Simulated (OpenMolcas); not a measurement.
**CH8Si2 (SMILES [SiH3]C[SiH3]) at 6 levels**

Aim: a comparison of 6 runs (HF/def2-SVP, B3LYP/6-31G*, B2PLYP/def2-SVP, M06-L/def2-SVP, revPBE/def2-SVP, MP2/def2-SVP) of CH8Si2. 

Program for the calculation: OpenMolcas 26.06.

1 further run of the same task is left out (set aside as unsound or not needed).

## Step 1: The system as given

The species is CH8Si2 (11 atoms), meant as a singlet with charge 0. As SMILES, `[SiH3]C[SiH3]`. The Si1–H6 distance was set to 3.272 Å, away from the relaxed value. At this shape a bond of the SMILES string is far longer than usual.

Bond lengths: Si1–C2 1.872 Å, C2–Si3 1.872 Å, Si1–H4 1.488 Å, Si1–H5 1.487 Å, C2–H7 1.095 Å, C2–H8 1.095 Å, Si3–H9 1.487 Å, Si3–H10 1.487 Å, Si3–H11 1.488 Å. Some angles: Si1–C2–Si3 114.4°, Si1–C2–H7 108.8°, Si1–C2–H8 108.8°, Si3–C2–H7 108.8°, Si3–C2–H8 108.8°, C2–Si1–H4 111.1°, C2–Si1–H5 110.2°, C2–Si3–H9 110.2°, C2–Si3–H10 110.2°, C2–Si3–H11 111.1°.

## Step 2: The energy at HF/def2-SVP (run 1)

Contents of run.inp:

```
&GATEWAY
  BasLib=$CurrDir
  Coord
  11
  angstrom
  Si      -0.793215       0.552222      -2.023762
  C        0.079425      -1.103938      -2.044692
  Si       1.700945      -1.134838      -1.109512
  H       -2.070035       0.494302      -2.785592
  H        0.072255       1.596422      -2.634662
  H       -1.463790       1.436810       1.054620
  H       -0.588335      -1.860118      -1.618372
  H        0.266325      -1.391328      -3.084872
  H        1.476415      -0.786868       0.319158
  H        2.647825      -0.145778      -1.690702
  H        2.329825      -2.481878      -1.172642
  Basis=def2-SVP
  Group=NoSym

&SEWARD

&SCF
  Thresholds=1e-10 1e-07 1e-07 1e-05
  PrOrbitals=1 2
```

The basis set def2-SVP is read from a file made from the Basis Set Exchange's data (not shown).

The run is started by

```
$ export MOLCAS_MEM=1860
$ pymolcas run.inp > run.log
```

Standard output:

```text
--- Start Module: gateway ---
[...]
--- Stop Module: gateway /rc=_RC_ALL_IS_WELL_ ---
--- Start Module: seward ---
[...]
      Basis functions           90
--- Stop Module: seward /rc=_RC_ALL_IS_WELL_ ---
[...]
--- Start Module: scf ---
[...]
       Convergence after  14 Iterations
[...]
::    Total SCF energy                               -619.9841342894
[...]
      Total spin, S                                     0.0000000000
[...]
      Total electronic charge=   42.000000
      Total            charge=   -0.000000
[...]
      Dipole Moment (debye):
      Origin of the operator (angstrom)=    0.3820   -0.4303   -1.6299
                   X=  8.0528E-01               Y= -2.0455E+00               Z= -3.9659E+00           Total=  4.5344E+00
      Quadrupole Moment (debye*angstrom):
[...]
--- Stop Module: scf /rc=_RC_ALL_IS_WELL_ ---
[...]
```

Run time: 6.3 s. Hardware: 1 thread of Arm Neoverse V2, shared host; peak memory 0.49 GiB.

## Step 3: A single-point energy at B3LYP/6-31G(d) (spherical functions) (run 2)

Contents of job.inp:

```
* CH8Si2 Kohn-Sham DFT
&GATEWAY
BasLib
$CurrDir
Coord
11
angstrom
Si      -0.793215       0.552222      -2.023762
C        0.079425      -1.103938      -2.044692
Si       1.700945      -1.134838      -1.109512
H       -2.070035       0.494302      -2.785592
H        0.072255       1.596422      -2.634662
H       -1.463790       1.436810       1.054620
H       -0.588335      -1.860118      -1.618372
H        0.266325      -1.391328      -3.084872
H        1.476415      -0.786868       0.319158
H        2.647825      -0.145778      -1.690702
H        2.329825      -2.481878      -1.172642
Basis
6-31Gs
Group
NoSym
&SEWARD
GridInput
Grid=UltraFine
End of Grid
&SCF
KSDFT
B3LYP
Thresholds
1e-10 1e-07 1e-07 1e-05
PrOrbitals
1 2
```

The basis set 6-31G* is read from a file made from the Basis Set Exchange's data (not shown).

The run is started by

```
$ export MOLCAS_MEM=1860
$ pymolcas job.inp > job.log
```

Standard output:

```text
--- Start Module: gateway ---
[...]
--- Stop Module: gateway /rc=_RC_ALL_IS_WELL_ ---
--- Start Module: seward ---
[...]
      Basis functions           66
--- Stop Module: seward /rc=_RC_ALL_IS_WELL_ ---
[...]
--- Start Module: scf ---
[...]
       Convergence after  17 Iterations
[...]
::    Total KS-DFT energy                            -621.7387532430
[...]
      Total spin, S                                     0.0000000000
[...]
      Total electronic charge=   42.000000
      Total            charge=   -0.000000
[...]
      Dipole Moment (debye):
      Origin of the operator (angstrom)=    0.3820   -0.4303   -1.6299
                   X=  4.4911E-01               Y= -1.6353E+00               Z= -2.6257E+00           Total=  3.1258E+00
      Quadrupole Moment (debye*angstrom):
[...]
--- Stop Module: scf /rc=_RC_ALL_IS_WELL_ ---
[...]
```

Wall time 24 s (1 thread of Arm Neoverse V2, shared host); peak memory 0.41 GiB.

Runs 3 to 5 aren't shown in full; the table further down has their settings and results.

## Step 4: A single-point energy at MP2/def2-SVP (run 6)

Contents of calc.input:

```
* CH8Si2 MP2
&GATEWAY
BasLib = $CurrDir
Coord
11
angstrom
Si      -0.793215       0.552222      -2.023762
C        0.079425      -1.103938      -2.044692
Si       1.700945      -1.134838      -1.109512
H       -2.070035       0.494302      -2.785592
H        0.072255       1.596422      -2.634662
H       -1.463790       1.436810       1.054620
H       -0.588335      -1.860118      -1.618372
H        0.266325      -1.391328      -3.084872
H        1.476415      -0.786868       0.319158
H        2.647825      -0.145778      -1.690702
H        2.329825      -2.481878      -1.172642
Basis = def2-SVP
Group = NoSym
&SEWARD
&SCF
Thresholds = 1e-10 1e-07 1e-07 1e-05
PrOrbitals = 1 2
&MBPT2
Frozen = 11
```

The basis set def2-SVP is read from a file made from the Basis Set Exchange's data (not shown).

The run is started by

```
$ export MOLCAS_MEM=1860
$ pymolcas calc.input > calc.log
```

Standard output:

```text
--- Start Module: gateway ---
[...]
--- Stop Module: gateway /rc=_RC_ALL_IS_WELL_ ---
[...]
      Basis functions           90
[...]
--- Start Module: scf ---
[...]
       Convergence after  14 Iterations
[...]
::    Total SCF energy                               -619.9841342894
[...]
      Total spin, S                                     0.0000000000
[...]
      Total electronic charge=   42.000000
      Total            charge=   -0.000000
[...]
      Dipole Moment (debye):
      Origin of the operator (angstrom)=    0.3820   -0.4303   -1.6299
                   X=  8.0528E-01               Y= -2.0455E+00               Z= -3.9659E+00           Total=  4.5344E+00
      Quadrupole Moment (debye*angstrom):
[...]
--- Stop Module: scf /rc=_RC_ALL_IS_WELL_ ---
[...]
--- Start Module: mbpt2 ---
[...]
WARNING!
Default frozen orbitals as non valence orbitals is overwritten by user input.
Default values:   5
[...]
       Reference weight ( Cref**2 )         =        0.83801
::    Total MBPT2 energy                             -620.3604522052
[...]
      Total MBPT2 calculations                           0.25      0.27
--- Stop Module: mbpt2 /rc=_RC_ALL_IS_WELL_ ---
[...]
```

Wall time 6.6 s (1 thread of Arm Neoverse V2, shared host); peak memory 0.49 GiB.

## Step 5: All runs side by side

| run | level | integration grid | frozen core orbitals | energy (Eh) | dipole moment (D) of the reference | HOMO energy (eV) | LUMO energy (eV) | wall time |
| --- | --- | --- | --- | --- | --- | --- | --- | --- |
| 1 | HF/def2-SVP | – | – | -619.984134 | 4.53 | -7.78 | -0.58 | 6.3 s |
| 2 | B3LYP/6-31G* (spherical functions) | UltraFine | – | -621.738753 | 3.13 | -6.04 | -3.50 | 24 s |
| 3 | B2PLYP/def2-SVP | UltraFine | 11 | -621.200252 | 3.74 | -6.81 | -2.42 | 32 s |
| 4 | M06-L/def2-SVP | UltraFine | – | -621.519101 | 3.32 | -5.72 | -4.10 | 50 s |
| 5 | revPBE/def2-SVP | UltraFine | – | -621.394482 | 3.13 | -5.49 | -4.08 | 40 s |
| 6 | MP2/def2-SVP | – | 11 | -620.360452 | 4.53 | -7.78 | -0.58 | 6.6 s |

## Step 6: Outcome

| quantity | value |
| --- | --- |
| run 6: total energy | -620.36045 Eh |
| run 6: dipole moment (mean-field density) | 4.53 D |
| run 6: HOMO energy (Hartree–Fock orbitals) | -7.78 eV |
| run 6: LUMO energy (Hartree–Fock orbitals) | -0.58 eV |
| run 6: HOMO–LUMO gap (Hartree–Fock orbitals) | 7.21 eV |
| run 6: correlation energy (11 core orbitals frozen) | -376.3 mEh |

**Reading.** Over runs 1, 2, 3, 4, 5 the dipole moment (its size) runs from 3.13 D (B3LYP/6-31G*) to 4.53 D (HF/def2-SVP). The two ends differ in method and basis. Over runs 1, 2, 3, 4, 5 the HOMO–LUMO gap runs from 1.41 eV (revPBE/def2-SVP) to 7.21 eV (HF/def2-SVP). Exact exchange widens orbital gaps. For B2PLYP the log adds the whole second-order term; the table takes 0.27 of it, as the functional is defined. Totals of different functionals can't be ranked against each other. In runs 1, 2, 3, 4, 5, 6 a closed-shell determinant meets a far-stretched bond, which it describes badly. All runs together took 2.6 min, the longest 50 s.
